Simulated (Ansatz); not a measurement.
System: Sb2Se3 (Pnma, No. 62). Method: LDA (Ansatz, a first-principles code, PAW).

Run with plane-wave cutoff 520 eV, 4×8×4 k mesh (along the axes of the cell as run), Fermi–Dirac smearing 0.01 eV, scalar-relativistic PAW data made under PBE.

Computed at the level's own relaxed cell.

Q: Give the computed band gap and direct gap at Γ.

A: 
- band gap = 0.75 eV (on the SCF k mesh)
- direct gap at Γ = 0.99 eV

Note: the relaxation could not lower the start's symmetry, so the cell can be a saddle point above a distorted one; the volume lies 6 % below that of the published cell.

Spin–orbit coupling is not included; with these elements it can move the gap by several tenths of an eV or more.

The computed numbers hold no vibrational or temperature effects.
